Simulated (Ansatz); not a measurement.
# SiH3Cl: a ladder of functionals and wavefunction methods

One table from this session's results is given with a row withheld; the runs are named, their logs left out.

Program: Ansatz 0.2.0, Gaussian basis. Level of theory: functionals in def2-TZVPP, the program's frozen cores in correlated methods. These are calculated values, not measurements.

Plan: LDA (SPW92), PBE-D4, revPBE-D4, BLYP-D4, r2SCAN-D4, B97M-V, PBE0-D4, B3LYP-D4, r2SCANh-D4, r2SCAN0-D4, HSE06-D4, BHLYP-D4, CAM-B3LYP-D4, LC-ωPBE, ωB97X-V, ωB97M-V, B2PLYP, PBE-QIDH; CCSD(T)/def2-SVP; CCSD(T)/def2-TZVPP; CCSD(T)/def2-QZVPP; extrapolation to the limit; RPA on PBE.

**The geometry**

The geometry comes from an earlier relaxation with PBE0-D4 in a triple-zeta def2 set; it is a stationary point.

SMILES `[SiH3]Cl`, 5 atoms, charge 0, spin multiplicity 1.

Atoms are counted from 1 here; the program's logs count them from 0.

Bond lengths: Si1–Cl2 2.054 Å, Si1–H3 1.481 Å, Si1–H4 1.481 Å, Si1–H5 1.481 Å. Angles: Cl2–Si1–H3 108.5°, Cl2–Si1–H4 108.5°, Cl2–Si1–H5 108.5°, H3–Si1–H4 110.4°, H3–Si1–H5 110.4°, H4–Si1–H5 110.4°.

Geometry (Å):

```tsv
atom	x (Å)	y (Å)	z (Å)
Si1	-0.11203	0.01856	-0.03086
Cl2	1.83826	-0.51352	0.32987
H3	-0.95093	-0.48828	1.07907
H4	-0.53471	-0.58573	-1.31491
H5	-0.19079	1.49536	-0.10467
```

The first run:

Contents of in.yaml:

```yaml
crystal:
  periodic: [false, false, false]
  atoms:
    - {symbol: Si, position_ang: [-0.112033, 0.018561, -0.030864]}
    - {symbol: Cl, position_ang: [1.838264, -0.513519, 0.329870]}
    - {symbol: H, position_ang: [-0.950928, -0.488276, 1.079072]}
    - {symbol: H, position_ang: [-0.534709, -0.585728, -1.314907]}
    - {symbol: H, position_ang: [-0.190794, 1.495362, -0.104671]}
basis:
  gaussian: {orbitals: def2-TZVPP}
hamiltonian: {xc: lda}
output: {orbitals: {seedname: orbitals}}
```

Among the steps run: LDA; PBE-D4 (GGA); revPBE-D4 (GGA); BLYP-D4 (GGA); r2SCAN-D4 (meta-GGA); B97M-V (meta-GGA); PBE0-D4 (hybrid); B3LYP-D4 (hybrid); r2SCANh-D4 (hybrid); r2SCAN0-D4 (hybrid); HSE06-D4 (hybrid); BHLYP-D4 (hybrid); CAM-B3LYP-D4 (range-separated); LC-ωPBE-D4 (range-separated; the results give it without D4); ωB97X-V (range-separated); ωB97M-V (range-separated); B2PLYP (double hybrid); PBE-QIDH (double hybrid).

One of the session's tables, all rows but one given; the rest of the session is left out.

It belongs to the step «Orbital energies across the functionals». 

| functional | HOMO (eV) | gap (eV) |
| --- | --- | --- |
| LDA (SPW92) | -7.72 | 6.49 |
| PBE-D4 | -7.65 | 6.68 |
| revPBE-D4 | -7.62 | 6.75 |
| BLYP-D4 | -7.51 | 6.67 |
| r2SCAN-D4 | -8.01 | 7.48 |
| B97M-V | -8.13 | 7.40 |
| PBE0-D4 | -9.03 | 8.94 |
| B3LYP-D4 | -8.77 | 8.47 |
| r2SCANh-D4 | -8.51 | 8.27 |
| r2SCAN0-D4 | -9.26 | 9.45 |
| HSE06-D4 | -8.62 | 8.16 |
| BHLYP-D4 | -10.28 | 11.10 |
| CAM-B3LYP-D4 | -10.40 | 11.33 |
| LC-ωPBE | -11.82 | 13.95 |
| ωB97X-V | -11.45 | 13.45 |
| ωB97M-V | ? | ? |

Estimate the missing values for ωB97M-V.

As computed: HOMO (eV): -11.27; gap (eV): 12.97. In the column «HOMO (eV)» it lies between ωB97X-V (-11.45) and CAM-B3LYP-D4 (-10.40).
